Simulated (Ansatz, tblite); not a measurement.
# The cluster Ru₃: a ladder of methods and basis sets

How do method and basis change the picture of the cluster Ru₃ (singlet)?

The runs use Ansatz 0.2.0, Gaussian basis; as each input shows.

Levels to be run: GFN1-xTB, GFN2-xTB, PBE-D4/def2-TZVP, r2SCAN-D4/def2-TZVP, BHLYP-D4/def2-TZVP, LC-ωPBE/def2-TZVP, ωB97M-V/def2-TZVP, HF/def2-TZVP, revPBE-D4/def2-TZVP, PBE+5HF/def2-TZVP, PBE+10HF/def2-TZVP, PBE+15HF/def2-TZVP, PBE+35HF/def2-TZVP, PBE+50HF/def2-TZVP, PBE-D4/def2-SVP, PBE0-D4/def2-SVP, PBE0-D4/def2-TZVPD, PBE-D4/def2-TZVPD, r2SCAN-D4/def2-TZVPD, CCSD(T)/def2-TZVPP, MP2/def2-TZVP, RPA/def2-TZVP.

3 further runs of the same task are left out: 3 set aside as unsound or not needed. Runs told in other sessions of the task aren't counted.

## Step 1: The geometry

The singlet was relaxed beforehand with r2SCAN-D4/def2-TZVP. At that level it is the lowest of the isomers that a small search found.

3 atoms, charge 0, spin multiplicity 1.

Bond lengths: Ru1–Ru2 2.265 Å, Ru1–Ru3 2.265 Å, Ru2–Ru3 2.265 Å. Angles: Ru2–Ru1–Ru3 60.0°, Ru1–Ru2–Ru3 60.0°, Ru1–Ru3–Ru2 60.0°.

Ru takes a core potential in the def2 sets. No spin-orbit coupling is included.

PBE0-D4/def2-TZVP was run before; its log isn't repeated, and its numbers join the tables.

## Step 2: GFN1-xTB

Tight binding, by tblite at 300 K electronic temperature and without a spin-polarisation term:

```python
tblite.interface.Calculator('GFN1-xTB', numbers, positions, charge=0, uhf=0).singlepoint()
```

Energy -275.0398 eV, HOMO -11.14 eV, LUMO -10.81 eV; 0.002 s.

## Step 3: GFN2-xTB

Tight binding, by tblite at 300 K electronic temperature and without a spin-polarisation term:

```python
tblite.interface.Calculator('GFN2-xTB', numbers, positions, charge=0, uhf=0).singlepoint()
```

Energy -248.3654 eV, HOMO -7.03 eV, LUMO -6.98 eV; 0.005 s.

## Step 4: PBE-D4/def2-TZVP

start.molden holds the orbitals of an earlier run on this state, given as this run's starting guess.

Input file in.yaml:

```yaml
crystal:
  periodic: [false, false, false]
  atoms:
    - {symbol: Ru, position_ang: [-0.349899, -0.173715, 0.007750]}
    - {symbol: Ru, position_ang: [-2.599264, 0.057756, -0.120296]}
    - {symbol: Ru, position_ang: [-1.687937, -1.992141, 0.189647]}
basis:
  gaussian: {orbitals: def2-TZVP, initial_orbitals: start.molden}
hamiltonian: {xc: pbe, dispersion: d4}
scf: {omitted_lower_state_checks: [starts]}
output: {forces: true, orbitals: {seedname: orbitals}}
```

Run with:

```sh
$ ansatz run in.yaml --threads 4 --pin off --events-out ev --progress --plain --max-ram 3916MiB
```

The runs that follow: r2SCAN-D4/def2-TZVP; BHLYP-D4/def2-TZVP; LC-ωPBE/def2-TZVP; ωB97M-V/def2-TZVP; HF/def2-TZVP; revPBE-D4/def2-TZVP; PBE+5HF/def2-TZVP; PBE+10HF/def2-TZVP; PBE+15HF/def2-TZVP; PBE+35HF/def2-TZVP; PBE+50HF/def2-TZVP; PBE-D4/def2-SVP; PBE0-D4/def2-SVP; PBE0-D4/def2-TZVPD; PBE-D4/def2-TZVPD; r2SCAN-D4/def2-TZVPD; CCSD(T)/def2-TZVPP; MP2/def2-TZVP; RPA/def2-TZVP.

Q: Predict the results of all the runs planned. Wanted: gap in def2-TZVP, named functionals and Hartree-Fock, smallest and largest; gap over the share of exact exchange; correlation energy, CCSD(T)/def2-TZVPP; correlation energy, MP2/def2-TZVP; binding an atom, functionals in def2-TZVP; PBE0 total energy, smallest basis above largest.

As calculated:

| quantity | value |
| --- | --- |
| gap in def2-TZVP, named functionals and Hartree-Fock, smallest and largest | 0.03 eV (PBE-D4), 7.13 eV (LC-ωPBE) |
| gap over the share of exact exchange | 0.03 eV at 0, 4.94 eV at 0.5 |
| correlation energy, CCSD(T)/def2-TZVPP | -56.15 eV |
| correlation energy, MP2/def2-TZVP | -41.77 eV |
| binding an atom, functionals in def2-TZVP | -0.38 (BHLYP-D4) to 2.04 eV (PBE-D4) |
| PBE0 total energy, smallest basis above largest | 2.07 eV (def2-SVP, def2-TZVP) |

**Reading.** Over the named functionals and Hartree-Fock in def2-TZVP the gap runs from 0.03 eV (PBE-D4) to 7.13 eV (LC-ωPBE); exact exchange widens it. Raising the share of exact exchange from 0 to 0.5 moves the HOMO by -2.38 eV and the LUMO by +2.53 eV. Notes on CCSD(T)/def2-TZVPP and its Hartree-Fock reference, which MP2 shares: large T1 diagnostic, restricted state is unstable towards broken spin symmetry, state flagged by the program.
